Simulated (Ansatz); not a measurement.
```yaml
crystal:
  periodic: [false, false, false]
  atoms:
    - {symbol: Mn, position_ang: [0.131419, -0.000279, -0.000938]}
    - {symbol: O, position_ang: [1.578419, -0.003349, -0.011266]}
    - {symbol: F, position_ang: [-0.851898, 1.302820, 0.003777]}
    - {symbol: F, position_ang: [-0.857386, -1.299193, 0.008424]}
basis:
  gaussian: {orbitals: def2-TZVP}
magnetization: {spin_polarized: true, initial_magnetization: 1}
hamiltonian: {xc: pbe0}
relax: {f_tol: 0.004, max_steps: 80}
```

```sh
$ ansatz run in.yaml --threads 1 --pin off --events-out ev --progress --plain --max-ram 2176MiB
```

Steps of the relaxation (energy above the last step; positions in Å, forces in eV/Å):

```
4
step 1, 513.5 meV
Mn    0.131    0.000   -0.001   -2.873    0.006    0.146
O     1.578   -0.003   -0.011    5.780   -0.012   -0.092
F    -0.852    1.303    0.004   -1.448    2.753   -0.032
F    -0.857   -1.299    0.008   -1.460   -2.747   -0.022
```

```
4
step 2, 136.9 meV
Mn    0.124    0.000    0.194   -0.505    0.001   -0.295
O     1.611   -0.004   -0.090    0.728   -0.001    0.057
F    -0.864    1.349   -0.054   -0.110    0.688    0.118
F    -0.870   -1.346   -0.049   -0.113   -0.687    0.120
```

```
4
step 3, 31.0 meV
Mn    0.085    0.000    0.010    0.337   -0.001    0.094
O     1.610   -0.003   -0.021   -0.060    0.000   -0.034
F    -0.844    1.411    0.003   -0.137    0.576   -0.031
F    -0.850   -1.408    0.008   -0.140   -0.576   -0.029
```

```
4
step 5, 0.2 meV
Mn    0.049    0.000    0.027    0.091    0.000    0.012
O     1.573   -0.003   -0.031   -0.071    0.000   -0.002
F    -0.808    1.475   -0.001   -0.010    0.044   -0.005
F    -0.814   -1.471    0.005   -0.010   -0.044   -0.005
```

```
4
step 12, 0.0 meV
Mn    0.047    0.000    0.028   -0.001    0.000    0.006
O     1.569   -0.003   -0.032   -0.001    0.000   -0.002
F    -0.805    1.480   -0.001    0.001    0.000   -0.002
F    -0.811   -1.476    0.004    0.001    0.000   -0.002
```

```
4
step 13, 0.0 meV
Mn    0.047    0.000    0.029   -0.006    0.000    0.001
O     1.570   -0.003   -0.032    0.003    0.000    0.000
F    -0.805    1.480   -0.001    0.001    0.000    0.000
F    -0.811   -1.476    0.004    0.001    0.000    0.000
```

```
4
step 15, 0.0 meV
Mn    0.047    0.000    0.029   -0.001    0.000    0.000
O     1.569   -0.003   -0.032    0.000    0.000    0.000
F    -0.805    1.480   -0.001    0.000    0.000    0.000
F    -0.811   -1.476    0.004    0.000    0.000    0.000
```

Close pairs at the end: Mn1–O2 1.524 Å, Mn1–F4 1.707 Å, Mn1–F3 1.707 Å.

A stationary point of unrestricted PBE0 after 15 steps, with ⟨S²⟩ = 1.529 against 0.75 for a pure state; no frequencies were run, so it isn't proven a minimum. 8.7 min on 1 thread of Arm Neoverse V1, shared host.
